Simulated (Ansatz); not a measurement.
**What a trial cell of Li3Ti relaxes into**

Level of theory: Ansatz, DFT PBE, scalar-relativistic, plane waves, PAW.

The start puts Li3Ti on the Cu3Au (L1_2) structure type (Pm-3m, No. 221), with Ti in place of Au, Li in place of Cu, at a guessed volume.

Input of the last, converged step (default PAW datasets):

```yaml
crystal:
  lattice:
    - [4.1529859847, 0.0, 0.0]
    - [0.0, 4.1529859847, 0.0]
    - [0.0, 0.0, 4.1529859847]
  atoms:
    - { symbol: Li, position: [0.0, 0.5, 0.5] }
    - { symbol: Li, position: [0.5, 0.0, 0.5] }
    - { symbol: Li, position: [0.5, 0.5, 0.0] }
    - { symbol: Ti, position: [0.0, 0.0, 0.0] }
basis:
  ecutwfc: 420
kpoints:
  mp_grid: { grid: [12, 12, 12] }
hamiltonian:
  xc: pbe
scf:
  occupations: { method: gaussian, width: 0.1 }
output:
  forces: true
  stress: true
  eigenvalues: true
relax:
  adjacent_minimum: "off"
  f_tol: 0.01
  max_steps: 80
  cell: { stress_tol: 0.05 }
```

Launched as:

```bash
ansatz run input.yaml --threads 1 --pin off --max-ram 2560MiB --backend cpu --events-out ev --progress --plain --runs-dir out
```

The run took 8.5 s on 1 thread of Intel(R) Xeon(R) 6975P-C (Granite Rapids) (shared host), peak memory 0.45 GiB.

The program printed at the end:

```
SCF converged after 6 iterations
Free energy (F): -3111.663783 eV
Harris-Foulkes:  -3111.663783 eV  (|F-HF|=4.55e-13)
Internal energy: -3111.634540 eV  (E = F + TS)
E sigma→0 (E₀):  -3111.649162 eV
Entropy (-TS):   -0.029243 eV (-7.311 meV/atom)
Fermi energy:    3.934561 eV
--- Per-component energies (eV) ---
  E_band       = -514.387747
  E_kinetic    = 333.409705
  E_local      = -1626.340989  (includes V_loc(G=0)·N_el)
  E_nonlocal   = -89.056928
  E_hartree    = 617.528886
  E_xc         = -126.027299
  E_vxc        = -158.540995  (∫ρ·V_xc dr)
  E_paw        = -1110.984624  (= ΣΔE_a)
  E_vpaw       = -208.916414  (= ΣTr[D̂ρ^β])
  E_aug_tail   = 0.000112  (compensation charges beyond the density's cutoff)
  E_ewald      = -1110.163402
  E_smearing   = -0.029243  (= −TS)
  E_closure    = 0.000000  (closes the sum)
  Σ components = -3111.663783   (vs F -3111.663783, Δ=0.00e0)
--- Forces (eV/Å), atoms counted from 1 ---
  atom   1  Li     0.00000000     0.00000000     0.00000000
  atom   2  Li     0.00000000     0.00000000     0.00000000
  atom   3  Li     0.00000000     0.00000000     0.00000000
  atom   4  Ti     0.00000000     0.00000000     0.00000000
  max |Σ_I F_I| component: 3.37e-31 eV/Å
--- Stress (GPa, compression-positive) ---
       -0.041000       0.000000       0.000000
        0.000000      -0.041000       0.000000
        0.000000       0.000000      -0.041000
  P = ⅓ Tr σ = -0.0410 GPa (-0.410 kbar)
--- Relaxed structure (2 steps of the walk, 2 accepted, 1 SCFs on fresh bases) ---
  F+E_penalty+E_count = -3111.66378319 eV   max|allowed force component| = 1.362e-30 eV/Å   (the final SCF, on the basis selected at the relaxed cell)
  cell:  # Å, volume = 72.3336 Å³
    - [4.166584, 0.000000, 0.000000]
    - [0.000000, 4.166584, 0.000000]
    - [0.000000, 0.000000, 4.166584]
  atoms:
    - { symbol: Li, position: [0.000000, 0.5, 0.5] }
    - { symbol: Li, position: [0.5, 0.000000, 0.5] }
    - { symbol: Li, position: [0.5, 0.5, 0.000000] }
    - { symbol: Ti, position: [0.000000, 0.000000, 0.000000] }
```

Total energies depend on the potentials used, so only differences within one code and one set of settings carry meaning.

The result has space group Pm-3m (No. 221). Li has 4 Ti at 2.95 Å and 8 Li at 2.95 Å; Ti is coordinated by 12 Li at 2.95 Å.

Against the elements it lies at 0.52 eV/atom. The zero of energy is the elements' standard structures at the same level; no fitted shifts are applied.

The k mesh leaves about 4 meV/atom of noise in metals.

A structure relaxed within its symmetry needn't be a true minimum.